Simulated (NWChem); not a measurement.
System: pyrrole (C4H5N); SMILES c1cc[nH]c1

NWChem input:

```
start job
memory heap 200 mb stack 900 mb global 1100 mb
geometry units angstroms noautoz
  C      0.707947    -0.986020     0.000000
  C     -0.713602    -0.981953     0.000000
  C     -1.118268     0.336322     0.000000
  N      0.003176     1.116063     0.000000
  C      1.120140     0.329923     0.000000
  H      1.359933    -1.857496     0.000000
  H     -1.370562    -1.849686     0.000000
  H     -2.113367     0.775729     0.000000
  H      0.006067     2.125810     0.000000
  H      2.117736     0.763634     0.000000
end
basis spherical
  * library def2-svp
end
dft
  xc xpbe96 cpbe96
  iterations 150
end
tddft
  cis
  nroots 6
  notriplet
end
task tddft energy
```

NWChem printed, in part:

```
             Northwest Computational Chemistry Package (NWChem) 7.3.0
             --------------------------------------------------------

 C2V symmetry detected

                             Geometry "geometry" -> ""
                             -------------------------

 Output coordinates in angstroms (scale by  1.889725989 to convert to a.u.)

  No.       Tag          Charge          X              Y              Z
 ---- ---------------- ---------- -------------- -------------- --------------
    1 C                    6.0000     0.00000000     0.71077741    -0.98288118
    2 C                    6.0000     0.00000000    -0.71077741    -0.98288118
    3 C                    6.0000     0.00000000    -1.11920857     0.33423320
    4 N                    7.0000     0.00000000     0.00000000     1.11717690
    5 C                    6.0000     0.00000000     1.11920857     0.33423320
    6 H                    1.0000     0.00000000     1.36525308    -1.85248924
    7 H                    1.0000     0.00000000    -1.36525308    -1.85248924
    8 H                    1.0000     0.00000000    -2.11556014     0.77079398
    9 H                    1.0000     0.00000000     0.00000000     2.12692804
   10 H                    1.0000     0.00000000     2.11556014     0.77079398

 Effective nuclear repulsion energy (a.u.)     161.0198503307

      Symmetry information
      --------------------

 Group name             C2v
 Group number             16
 Group order               4
 No. of unique centers     6

  pbe96 is a nonlocal functional; adding pw91lda local functional.

                                 NWChem DFT Module
                                 -----------------

 Summary of "ao basis" -> "ao basis" (spherical)
 ------------------------------------------------------------------------------
       Tag                 Description            Shells   Functions and Types
 ---------------- ------------------------------  ------  ---------------------
 C                          def2-svp                 6       14   3s2p1d
 N                          def2-svp                 6       14   3s2p1d
 H                          def2-svp                 3        5   2s1p

      Symmetry analysis of basis
      --------------------------

        a1         38
        a2         11
        b1         14
        b2         32

            General Information
            -------------------
          SCF calculation type: DFT
          Wavefunction type:  closed shell.
          No. of atoms     :    10
          No. of electrons :    36
           Alpha electrons :    18
            Beta electrons :    18
          Charge           :     0
          Spin multiplicity:     1
          Use of symmetry is: off; symmetry adaption is: on
          Maximum number of iterations: 150
          AO basis - number of functions:    95
                     number of shells:    45
          Convergence on energy requested:  1.00D-06
          Convergence on density requested:  1.00D-05
          Convergence on gradient requested:  5.00D-04

              XC Information
              --------------
          PerdewBurkeErnzerhof Exchange Functional  1.000
            Perdew 1991 LDA Correlation Functional  1.000 local
           PerdewBurkeErnz. Correlation Functional  1.000 non-local

             Grid Information
             ----------------
          Grid used for XC integration:  medium
          Radial quadrature: Mura-Knowles
          Angular quadrature: Lebedev.
          Tag              B.-S. Rad. Rad. Pts. Rad. Cut. Ang. Pts.
          ---              ---------- --------- --------- ---------
          C                   0.70       49          10.0       434
          N                   0.65       49          10.0       434
          H                   0.35       45          11.0       434
          Grid pruning is: on
          Number of quadrature shells:   470
          Spatial weights used:  Erf1

      Superposition of Atomic Density Guess
      -------------------------------------

 Sum of atomic energies:        -207.23981875

      Non-variational initial energy
      ------------------------------

 Total energy =    -210.922998
 1-e energy   =    -596.542568
 2-e energy   =     224.599720
 HOMO         =      -0.240626
 LUMO         =       0.053792

      Symmetry analysis of molecular orbitals - initial
      -------------------------------------------------

  Numbering of irreducible representations:

     1 a1          2 a2          3 b1          4 b2

  Orbital symmetries:

[...]

                                NWChem TDDFT Module
                                -------------------

            General Information
            -------------------
           No. of orbitals :     190
            Alpha orbitals :      95
             Beta orbitals :      95
        Alpha frozen cores :       0
         Beta frozen cores :       0
     Alpha frozen virtuals :       0
      Beta frozen virtuals :       0
         Spin multiplicity :       1
    Number of AO functions :      95
        Use of symmetry is : off
      Symmetry adaption is : on
         Schwarz screening :  0.10D-07

              XC Information
              --------------
   PerdewBurkeErnzerhof Exchange Functional   1.00
     Perdew 1991 LDA Correlation Functional   1.00 local
    PerdewBurkeErnz. Correlation Functional   1.00 non-local

             TDDFT Information
             -----------------
          Calculation type : Tamm-Dancoff TDDFT
         Wavefunction type : Restricted singlets
          No. of electrons :      36
           Alpha electrons :      18
            Beta electrons :      18
              No. of roots :       6
          Max subspacesize :    5200
            Max iterations :     100
               Target root :       1
           Target symmetry : none
      Symmetry restriction : off
                 Algorithm : Optimal
        Davidson threshold :  0.10D-03

    6 smallest eigenvalue differences (eV)
--------------------------------------------------------
  No. Spin  Occ  Vir  Irrep   E(Occ)    E(Vir)   E(Diff)
--------------------------------------------------------
    1    1   18   19 b2       -0.182     0.012     5.273
    2    1   18   20 a2       -0.182     0.029     5.729
    3    1   17   19 a1       -0.210     0.012     6.027
    4    1   18   21 a1       -0.182     0.051     6.331
    5    1   17   20 b1       -0.210     0.029     6.483
    6    1   17   21 b2       -0.210     0.051     7.086
--------------------------------------------------------

  Entering Davidson iterations
  Restricted singlet excited states

  Iter   NTrls   NConv    DeltaV     DeltaE      Time
  ----  ------  ------  ---------  ---------  ---------
    1      6       0     0.27E+00   0.10+100        2.1
    2     12       0     0.15E+00   0.50E-01        1.9
    3     18       1     0.65E-01   0.36E-01        1.9
    4     23       2     0.21E-01   0.15E-01        1.8
    5     27       4     0.35E-02   0.69E-03        1.9
    6     29       5     0.37E-03   0.16E-04        1.1
    7     30       6     0.76E-04   0.14E-06        0.9
  ----  ------  ------  ---------  ---------  ---------
  Convergence criterion met

  Ground state a1       -209.756061585575 a.u.

  ----------------------------------------------------------------------------
  Root   1 singlet a2             0.211115622 a.u.                5.7448 eV
  ----------------------------------------------------------------------------
     Transition Moments    X  0.00000   Y  0.00000   Z -0.00000
     Dipole Oscillator Strength                    0.0000000000
     Electric Quadrupole                           0.0000000071
     Magnetic Dipole                               0.0000001453
     Total Oscillator Strength                     0.0000001524

     Occ.   18  a2  ---  Virt.   20  a1       0.99955
  ----------------------------------------------------------------------------
  Root   2 singlet a1             0.240636518 a.u.                6.5481 eV
  ----------------------------------------------------------------------------
     Transition Moments    X  0.00000   Y  0.00000   Z -0.07383
     Dipole Oscillator Strength                    0.0008743774
     Electric Quadrupole                           0.0000000153
     Magnetic Dipole                               0.0000000000
     Total Oscillator Strength                     0.0008743927

     Occ.   14  b1  ---  Virt.   19  b1      -0.14717
     Occ.   17  b1  ---  Virt.   19  b1       0.72068
     Occ.   18  a2  ---  Virt.   21  a2      -0.67282
  ----------------------------------------------------------------------------
  Root   3 singlet b1             0.241108414 a.u.                6.5609 eV
  ----------------------------------------------------------------------------
     Transition Moments    X -0.06640   Y -0.00000   Z -0.00000
     Dipole Oscillator Strength                    0.0007087308
     Electric Quadrupole                           0.0000000091
     Magnetic Dipole                               0.0000001981
     Total Oscillator Strength                     0.0007089380

     Occ.   17  b1  ---  Virt.   20  a1      -0.99858
  ----------------------------------------------------------------------------
  Root   4 singlet b2             0.260992282 a.u.                7.1020 eV
  ----------------------------------------------------------------------------
     Transition Moments    X -0.00000   Y -1.07062   Z  0.00000
     Dipole Oscillator Strength                    0.1994392629
     Electric Quadrupole                           0.0000004265
     Magnetic Dipole                               0.0000002158
     Total Oscillator Strength                     0.1994399052

[...]
```

Level: PBE/def2-SVP, TDA. Geometry: optimised at PBE0/def2-SVP.
